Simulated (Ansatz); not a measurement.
A made-up structure of AlHO2, closed shell:

```
4
angstrom
O -1.4239 -1.1386 -0.6209
Al 0.8802 0.4060 0.4830
O -0.4159 -0.4289 -0.1492
H 1.3418 1.8458 0.3274
```

It is relaxed with PBE-D4/def2-SVP and then PBE0-D4/def2-TZVP (Ansatz 0.2.0). Atoms count as bonded within 1.22 times the sum of their covalent radii (H–H: 0.88 Å). The end point is not checked to be a true minimum.

Problem. Does its bonding change? (Judge from chemistry; the calculation decides.)

Solution. Computed: No: no bond forms or breaks.

Where it ends: The first stage lowers the energy by 0.29 eV in 7 steps. It ends as AlHO₂ ([O][O][AlH]):
```
4
angstrom
O -1.3449 -1.1396 -0.5650
Al 0.9188 0.2879 0.5495
O -0.4521 -0.2734 -0.2265
H 1.2604 1.8094 0.2824
```

Labels in which every atom is bracketed show which atoms are joined, not bond orders.

For scale, one of the runs: PBE0-D4/def2-TZVP relaxation, 105 basis functions, launched by `ansatz run in.yaml --threads 2 --pin off --events-out ev --progress --plain --max-ram 4352MiB`. Hardware: 2 CPU threads of an Intel Xeon Platinum 8175M, shared host. Wall time about 14 s.
